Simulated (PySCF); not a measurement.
**Bonding in `[O-]c1ccco1`**

Compound: C4H3O2 (charge -1).
SMILES with atom numbers: `[O-:1][c:2]1[cH:3][cH:4][cH:5][o:6]1` (hydrogens: H7 on C3; H8 on C4; H9 on C5)

Bond orders from the PBE0/pcSseg-1 density (PySCF). Geometry: GFN2-xTB; no solvent, vibrations or thermal averaging. The pcSseg-1 basis has no diffuse functions, a weakness for an anion. The HOMO energy is positive at this level (+0.55 eV), so the outermost electrons may be held by the finite basis alone.

(1) How far do the computed orders between heavy atoms stray from the drawn ones?

(2) Set the Mayer orders of the bonds beside their lengths.

Answers

(1) The largest departure is 0.809, at O1–C2 (drawn single, 1.809), counting aromatic bonds as 1.5. Drawn single, order above 1.12: O1–C2 (1.809). The bonds drawn aromatic range from 0.96 to 1.60. The SMILES, with its formal charges, is one Lewis structure only.

(2) 
```tsv
bond	drawn as	length (Å)	Mayer order
O1–C2	single	1.244	1.809
C2–C3	aromatic	1.395	1.353
C3–C4	aromatic	1.410	1.240
C4–C5	aromatic	1.357	1.598
C5–O6	aromatic	1.371	1.007
O6–C2	aromatic	1.402	0.965
C3–H7	single	1.075	0.991
C4–H8	single	1.080	0.986
C5–H9	single	1.076	0.990
```

Bonds between the same two heavy elements. C–O: lowest O6–C2 (0.965, 1.402 Å), highest O1–C2 (1.809, 1.244 Å). C–C: lowest C3–C4 (1.240, 1.410 Å), highest C4–C5 (1.598, 1.357 Å).

Sum the orders of all bonds at each heavy atom with more than one neighbour and set the sums beside the valence in the SMILES.

C2 4.127 (drawn 4), C3 3.584 (drawn 4), C4 3.824 (drawn 4), C5 3.595 (drawn 4), O6 1.972 (drawn 2). Orders between atoms that aren't bonded are not in these sums.

For a closed shell the Mayer order of atoms A and B is Σ (PS)μν (PS)νμ over the basis functions μ on A and ν on B, with P the density and S the overlap matrix.
